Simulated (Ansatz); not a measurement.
**Magnesium, hcp: convergence with Fermi-Dirac smearing**

Computed with Ansatz, LDA, scalar-relativistic PAW, on the relaxed cell (a = 3.133 Å, c = 5.085 Å (c/a = 1.623); spin not included). Errors count from a run at 420 eV on a Γ-centred 19×19×10 mesh with Fermi-Dirac smearing of 0.1 eV, extrapolated to zero width. Fixed here: cutoff 420 eV, mesh 12×12×6. The SCF starts from atomic densities corrected by a trained network.

```json
{"width (eV)": "0.01", "E(σ→0) error (meV/atom)": "-1.6", "F error (meV/atom)": "-1.8", "P (GPa)": "0.01", "SCF iterations": "6"}
{"width (eV)": "0.03", "E(σ→0) error (meV/atom)": "-1.8", "F error (meV/atom)": "-2.9", "P (GPa)": "0.02", "SCF iterations": "6"}
{"width (eV)": "0.1", "E(σ→0) error (meV/atom)": "-3.3", "F error (meV/atom)": "-9.8", "P (GPa)": "0.05", "SCF iterations": "6"}
{"width (eV)": "0.2", "E(σ→0) error (meV/atom)": "-3.1", "F error (meV/atom)": "-29.1", "P (GPa)": "0.16", "SCF iterations": "6"}
{"width (eV)": "0.3", "E(σ→0) error (meV/atom)": "-1.9", "F error (meV/atom)": "-62.1", "P (GPa)": "0.34", "SCF iterations": "6"}
{"width (eV)": "0.6", "E(σ→0) error (meV/atom)": "1.0", "F error (meV/atom)": "-246.4", "P (GPa)": "1.24", "SCF iterations": "6"}
{"width (eV)": "1.0", "E(σ→0) error (meV/atom)": "-3.5", "F error (meV/atom)": "-685.0", "P (GPa)": "3.22", "SCF iterations": "6"}
```
